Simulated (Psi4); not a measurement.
# PBE/aug-pcseg-1 (sweep point 2) run of [AlH4]− (SMILES [AlH4-])

What is the vertical ionisation energy of [AlH4]− at PBE/aug-pcseg-1 (sweep point 2)? 

Program for the calculation: Psi4 1.11.

2 further runs of the same task are left out: 1 that didn't finish, 1 set aside as unsound or not needed.

## 1. The structure to begin with

The species is [AlH4]− (5 atoms), meant as a singlet with charge -1. SMILES: `[AlH4-]`. The shape comes from GFN2-xTB, which is rough for such elements, and wasn't checked as a minimum.

Bond lengths: Al1–H2 1.628 Å, Al1–H3 1.628 Å, Al1–H4 1.628 Å, Al1–H5 1.627 Å. Angles: H2–Al1–H3 109.4°, H2–Al1–H4 109.5°, H2–Al1–H5 109.4°, H3–Al1–H4 109.5°, H3–Al1–H5 109.4°, H4–Al1–H5 109.6°.

## 2. A single-point energy at PBE/aug-pcseg-1 (sweep point 2)

The input, input.in:

```
memory 1600 MB

molecule {
  -1 1
  Al    -0.000020     0.000060    -0.001080
  H      1.443510    -0.504270     0.556410
  H     -1.182970    -0.604500     0.939130
  H     -0.203840    -0.517130    -1.530710
  H     -0.056670     1.625850     0.036250
  symmetry c1
}

set {
  basis aug-pcseg-1
  puream true
  scf_type pk
  dft_radial_points 99
  dft_spherical_points 590
}

result = energy('pbe')
```

Run with:

```bash
psi4 -n 1 input.in input.out
```

input.out (excerpt; [...] marks lines left out):

```text
[...]
  Running in c1 symmetry.
[...]
  Nuclear repulsion =   18.102884358391940
[...]
  Multiplicity = 1
[...]
  Nalpha       = 9
  Nbeta        = 9
[...]
    Number of basis functions: 63
[...]
   @RKS iter   1:  -244.54723953525431   -3.57357e-01   5.17422e-03 ADIIS/DIIS
[...]
   @RKS iter   6:  -244.68047462255009   -1.73134e-07   4.50403e-07 DIIS
[...]
    Orbital Energies [Eh]
    ---------------------
    Doubly Occupied:
       1A    -55.110747     2A     -3.678386     3A     -2.282689
       4A     -2.282685     5A     -2.282679     6A     -0.163646
       7A     -0.043309     8A     -0.043158     9A     -0.043074
[...]
  @RKS Final Energy:  -244.68047462255009
   => Energetics <=
    Nuclear Repulsion Energy =             18.1028843583919397
    One-Electron Energy =                -379.4351302948392686
    Two-Electron Energy =                 136.7580735243418815
    DFT Exchange-Correlation Energy =     -20.1063022104446318
    Empirical Dispersion Energy =           0.0000000000000000
    VV10 Nonlocal Energy =                  0.0000000000000000
    Total Energy =                       -244.6804746225500935
[...]
 Multipole Moments:
 ------------------------------------------------------------------------------------
     Multipole            Electronic (a.u.)      Nuclear  (a.u.)        Total (a.u.)
 ------------------------------------------------------------------------------------
 L = 1.  Multiply by 2.5417464519 to convert [e a0] to [Debye]
 Dipole X            :         -0.0001836            0.0000930           -0.0000906
 Dipole Y            :          0.0006215           -0.0002453            0.0003763
 Dipole Z            :         -0.0081306            0.0045670           -0.0035636
 Magnitude           :                                                    0.0035846
[...]
```

It took 6.9 s on 1 thread of Intel Xeon Platinum 8375C at 2.90GHz (Ice Lake), shared host; peak memory 0.76 GiB.

## 3. Doublet neutral AlH4 at the same level

The input, job.dat:

```
memory 1600 mb

molecule {
  0 2
  Al    -0.000020     0.000060    -0.001080
  H      1.443510    -0.504270     0.556410
  H     -1.182970    -0.604500     0.939130
  H     -0.203840    -0.517130    -1.530710
  H     -0.056670     1.625850     0.036250
  symmetry c1
}

set basis aug-pcseg-1
set reference uks
set puream true
set scf_type pk
set dft_radial_points 99
set dft_spherical_points 590
set maxiter 150

E, wfn = energy('pbe', return_wfn=True)
```

Run with:

```bash
psi4 -n 1 job.dat job.out
```

job.out (excerpt; [...] marks lines left out):

```text
[...]
  Running in c1 symmetry.
[...]
  Nuclear repulsion =   18.102884358391940
[...]
  Multiplicity = 2
[...]
  Nalpha       = 9
  Nbeta        = 8
[...]
    Number of basis functions: 63
[...]
   @UKS iter   1:  -244.45883586387654   -2.68953e-01   3.62342e-03 DIIS/ADIIS
[...]
   @UKS iter  39:  -244.52791220431598   -1.81635e-08   4.01478e-07 DIIS
[...]
   @S^2 Observed:                7.546912174E-01
[...]
    Orbital Energies [Eh]
    ---------------------
    Alpha Occupied:
       1A    -55.369611     2A     -3.936399     3A     -2.544233
       4A     -2.539256     5A     -2.539253     6A     -0.416843
       7A     -0.298328     8A     -0.293223     9A     -0.293123
    Alpha Virtual:
      10A     -0.012020    11A     -0.005910    12A     -0.005296
      13A     -0.005223    14A      0.017769    15A      0.019498
      16A      0.019506    17A      0.043242    18A      0.046810
      19A      0.047819    20A      0.057625    21A      0.058132
      22A      0.058140    23A      0.107224    24A      0.129850
      25A      0.131996    26A      0.132016    27A      0.159708
[...]
  @UKS Final Energy:  -244.52791220431598
   => Energetics <=
    Nuclear Repulsion Energy =             18.1028843583919397
    One-Electron Energy =                -375.0779407880875169
    Two-Electron Energy =                 132.3039898093374518
    DFT Exchange-Correlation Energy =     -19.8568455839578384
    Empirical Dispersion Energy =           0.0000000000000000
    VV10 Nonlocal Energy =                  0.0000000000000000
    Total Energy =                       -244.5279122043159816
[...]
 Multipole Moments:
 ------------------------------------------------------------------------------------
     Multipole            Electronic (a.u.)      Nuclear  (a.u.)        Total (a.u.)
 ------------------------------------------------------------------------------------
 L = 1.  Multiply by 2.5417464519 to convert [e a0] to [Debye]
 Dipole X            :          0.0013579            0.0000930            0.0014509
 Dipole Y            :         -0.0011263           -0.0002453           -0.0013715
 Dipole Z            :         -0.0033839            0.0045670            0.0011832
 Magnitude           :                                                    0.0023208
[...]
```

Run time: 38 s. Hardware: 1 thread of Intel Xeon Platinum 8375C at 2.90GHz (Ice Lake), shared host; peak memory 0.76 GiB.

## 4. Outcome

Level: PBE/aug-pcseg-1 (sweep point 2).

```
                                                              quantity          value
                                         singlet [AlH4]−: total energy  -244.68047 Eh
                                          singlet [AlH4]−: HOMO energy       -1.17 eV
                                          singlet [AlH4]−: LUMO energy        2.79 eV
singlet [AlH4]−: HOMO–LUMO gap (to an unbound level, set by the basis)        3.96 eV
                                    doublet neutral AlH4: total energy  -244.52791 Eh
                                   doublet neutral AlH4: dipole moment         0.01 D
              doublet neutral AlH4: HOMO energy (highest over α and β)       -7.32 eV
               doublet neutral AlH4: LUMO energy (lowest over α and β)       -7.23 eV
                                            doublet neutral AlH4: ⟨S²⟩          0.755
                   vertical detachment energy (to the doublet neutral)       4.151 eV
```

Removing an electron at fixed nuclei costs 4.15 eV (96 kcal/mol). −ε(HOMO) before ionisation, 1.17 eV, is 2.98 eV below this ionisation energy.
